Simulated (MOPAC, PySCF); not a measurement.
CH₆Si, SMILES `C[SiH3]`, neutral singlet in the gas phase. 

Cartesian coordinates (Å):
SMILES: [SiH3]C
```xyz
8

C      0.9864    -0.0398     0.0481
Si    -0.8861     0.0357    -0.0432
H      1.3456     0.3566     0.9996
H      1.4387     0.5458    -0.7543
H      1.3390    -1.0686    -0.0442
H     -1.4954    -0.7616     1.0494
H     -1.3686    -0.5041    -1.3380
H     -1.3597     1.4360     0.0827
```
Charge 0, multiplicity 1.

All levels are single points at this geometry (B3LYP-D3(BJ)/def2-TZVPD); Pople sets use spherical d functions. Orbital energies aren't observables, and empty levels follow the basis.

B3LYP/6-311+G** in PySCF gives HOMO (eV) = -9.01.

### Question
Estimate the HOMO (eV) from each of these levels: TPSSh-D3(BJ)/def2-TZVPD in PySCF; SVWN5/6-31G* in PySCF; HF/3-21G in PySCF; PM3 in MOPAC; PM7 in MOPAC.

### Answer

```csv
level,HOMO (eV)
TPSSh-D3(BJ)/def2-TZVPD in PySCF,-8.54
SVWN5/6-31G* in PySCF,-7.80
HF/3-21G in PySCF,-12.37
PM3 in MOPAC,-11.12
PM7 in MOPAC,-11.76
```
